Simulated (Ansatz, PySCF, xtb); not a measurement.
Homolysis of single bonds, series Ga OH-H. Isolated molecules, 0 K electronic values unless said otherwise. One relaxed conformer stands for each flexible species; it need not be the lowest. Strings in code marks are SMILES.

Quantity: homolytic bond dissociation enthalpy at 298 K (no spin–orbit term), in eV. Enthalpy corrections at 298 K come from GFN2-xTB frequencies (xtb).

Level 1: frozen-core MP2/6-31G* // PBE0-D3(BJ)/def2-TZVP (PySCF)
Level 2: HF/3-21G // PBE0-D3(BJ)/def2-TZVP (PySCF)
Level 3: HF/6-31G* // PBE0-D3(BJ)/def2-TZVP (PySCF)
Level 4: HF/cc-pVTZ // PBE0-D3(BJ)/def2-TZVP (Ansatz, an electronic-structure program)

| species | level 1 | level 2 | level 3 | level 4 |
|---|---|---|---|---|
| O–Ga bond of `[OH][Ga]([OH])[OH]`, giving `[OH]` and `[OH][Ga][OH]` (H–O–Ga–O torsion 180°, O–Ga–O–H torsion 0°) | 4.44 | 3.61 | 2.90 | 3.07 |
